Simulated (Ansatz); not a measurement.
**C₄H₄N₂, singlet: CASSCF and its corrections**

Computed with Ansatz's Gaussian-basis code (development build); CASPT2, NEVPT3, NEVPT4(SD) by development code. Basis cc-pVDZ, nonrelativistic, 6 orbitals frozen in the corrections. State-specific CASSCF; RHF is the lowest restricted (open-shell) Hartree–Fock solution met. Letters tell apart solutions met in one space. Solutions may break the symmetry of the shape. No proof that the lowest CASSCF solution was found. Single-reference values can break down or jump between states where bonds are stretched.

Geometry:

```xyz
10

C     0.0000    0.0631    1.3245
N     0.0000    1.2375    0.6735
N     0.0000    1.2375   -0.6735
C     0.0000    0.0631   -1.3245
C     0.0000   -1.1815   -0.6923
C     0.0000   -1.1815    0.6923
H     0.0000    0.1493    2.4080
H     0.0000    0.1493   -2.4080
H     0.0000   -2.1014   -1.2696
H     0.0000   -2.1014    1.2696
```

CASSCF less RHF, in eV, and natural occupations:

```tsv
CAS	CASSCF	occupations
(10,8) a	-2.706	2.00, 1.99, 1.97, 1.93, 1.93, 0.08, 0.07, 0.03
(10,8) b	-2.506	2.00, 1.99, 1.98, 1.93, 1.92, 0.08, 0.07, 0.02
(10,8) c	-2.416	2.00, 1.99, 1.96, 1.90, 1.88, 0.13, 0.10, 0.04
```

What totals less RHF do the corrections give on each solution?



```
     CAS  SC-NEVPT2  FIC-NEVPT2   NEVPT3  NEVPT4(SD)  CASPT2 (IPEA 0)
(10,8) a    -22.398     -22.509  -23.572     -24.331          -22.794
(10,8) b    -22.366           –        –           –                –
(10,8) c    -22.684     -22.733  -23.539     -24.321          -22.838
```

In CAS(10,8), is the solution lowest in CASSCF also lowest after SC-NEVPT2?

No: (10,8) c is lowest after SC-NEVPT2, 0.29 eV under (10,8) a, which leads in CASSCF.

How do single-reference totals in the same basis and frozen core stand against SC-NEVPT2 in CAS(10,8) a?

CCSD(T) -2.304 eV. Coupled cluster stands on the determinant that it favours, which can lie over the RHF solution above, and is in doubt where the occupations are far from 0, 1 and 2.

Roughly how much CPU time does a whole run from the default start take (median of such runs, summed over threads; nearly all runs on one pinned thread of a shared server, mostly Xeon at 2.3 to 2.6 GHz, by a development driver)?

CAS(10,8) a: about 18 s; CAS(10,8) b: about 27 s. Other jobs ran beside these, and the count of passes differs.
